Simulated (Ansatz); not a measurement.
`Cc1ccc[nH]1` + H₂ → `c1cc[nH]c1` + CH₄ at 600 K and 1 bar (hydrogenolysis of a C–C bond).

Isolated molecules relaxed with PBE0-D4/def2-TZVP in Ansatz; ΔE leaves out vibrations. CCSD(T)/CBS adds triple-zeta CCSD(T) − MP2 to the extrapolated MP2 energy (def2 sets, frozen cores). This one scheme is used for every species.

| species | CCSD(T)/CBS energy (Eh) | H − E (kJ/mol) | S (J/(mol·K)) |
| --- | --- | --- | --- |
| `Cc1ccc[nH]1` | -249.16948 | 348.6 | 404.4 |
| H₂ | -1.17544 | 43.9 | 150.8 |
| `c1cc[nH]c1` | -209.90399 | 261.9 | 339.7 |
| CH₄ | -40.46206 | 140.4 | 215.7 |

H − E and S are ideal-gas, rigid-rotor, harmonic terms from PBE0-D4/def2-TZVP. The MP2-based limit puts H₂ 0.8 mEh under its directly extrapolated value; such offsets cancel only in part. 1 Eh = 2625.50 kJ/mol, R = 8.31446 J/(mol·K).

By hand: ΔE, ΔH, ΔS and ΔG.

ΔE = (-209.90399) + (-40.46206) − (-249.16948) − (-1.17544) = -0.02113 Eh = -55.5 kJ/mol. Δ(H − E) = 261.9 + 140.4 − 348.6 − 43.9 = 9.8, so ΔH = -45.7 kJ/mol. ΔS = 339.7 + 215.7 − 404.4 − 150.8 = 0.2 J/(mol·K). ΔG = -45.7 − 600 × (0.2)/1000 = -45.8 kJ/mol.

By hand: the equilibrium constant, and the temperature at which ΔG would vanish if ΔH and ΔS stayed fixed.

log₁₀ K = −ΔG/(RT ln 10) = 4.0. ΔH and −TΔS have one sign here, so there is no such temperature. One of them is within its doubt of zero, so this could turn.

The number of gas molecules stays the same, so ΔS is small and ΔH decides. A doubt of 5 kJ/mol in ΔE shifts log₁₀ K by 0.4 here. These are equilibria of isolated gas molecules and say nothing of rates. Largest T1 diagnostic: 0.011 (customary marks: 0.02 for closed shells, 0.045 for open ones).
